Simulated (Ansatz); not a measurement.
Z-matrix (Å, degrees):
```
B
Cl 1 1.7500
Cl 1 1.7501 2 120.01
Cl 1 1.7501 2 120.00 3 179.97
```
Charge +1, spin multiplicity 2.

All values below come from Ansatz (a quantum-chemistry and plane-wave program) with frozen-core CCSD(T)/cc-pVTZ // B3LYP-D3(BJ)/def2-SVP. The geometry is that of the parent before the electron was removed. Warnings of the run: other_roots.

| Item | Value |
|---|---|
| HF energy | -1402.94378 Ha |
| MP2 correlation energy | -0.65908 Ha |

### Question
Estimate the CCSD correlation energy, the (T) correction, the total energy and the T1 diagnostic.

### Answer

The CCSD correlation energy is -0.69848 Ha. The (T) correction comes out as -0.03841 Ha, the CCSD(T) total energy is -1403.68067 Ha and the T1 diagnostic is 0.016.
